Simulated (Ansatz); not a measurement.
Mulliken charges of C3H5NO (`C1=NCOC1`) from ωB97M-V/def2-TZVPP in Ansatz (PBE0-D4/def2-TZVP geometry).

```json
{"atom": "C1", "x (Å)": "-0.914", "y (Å)": "0.543", "z (Å)": "0.322", "charge (e)": "-0.046"}
{"atom": "N2", "x (Å)": "-0.951", "y (Å)": "-0.693", "z (Å)": "0.577", "charge (e)": "-0.215"}
{"atom": "C3", "x (Å)": "0.287", "y (Å)": "-1.260", "z (Å)": "0.112", "charge (e)": "0.067"}
{"atom": "O4", "x (Å)": "1.075", "y (Å)": "-0.221", "z (Å)": "-0.458", "charge (e)": "-0.324"}
{"atom": "C5", "x (Å)": "0.351", "y (Å)": "0.980", "z (Å)": "-0.348", "charge (e)": "0.005"}
{"atom": "H6", "x (Å)": "-1.734", "y (Å)": "1.210", "z (Å)": "0.575", "charge (e)": "0.116"}
{"atom": "H7", "x (Å)": "0.084", "y (Å)": "-2.032", "z (Å)": "-0.640", "charge (e)": "0.106"}
{"atom": "H8", "x (Å)": "0.823", "y (Å)": "-1.721", "z (Å)": "0.951", "charge (e)": "0.106"}
{"atom": "H9", "x (Å)": "0.163", "y (Å)": "1.422", "z (Å)": "-1.337", "charge (e)": "0.093"}
{"atom": "H10", "x (Å)": "0.899", "y (Å)": "1.722", "z (Å)": "0.250", "charge (e)": "0.093"}
```

**Question.** By hand: the dipole of these point charges (1 e Å = 4.8032 D).

**Answer.** Σ q r = (-0.087, 0.151, 0.014) e Å, of length 0.175 e Å = 0.84 D.

**Question.** How does the dipole of the full density compare? (An estimate is asked.)

**Answer.** Computed: (-0.039, 0.314, -0.041) e Å, 1.53 D; the point charges give 0.55 times that, at 26° from its direction.

Point charges leave out the atoms' own dipoles, such as those of lone pairs, and Mulliken's split depends on the basis, so the two needn't agree.
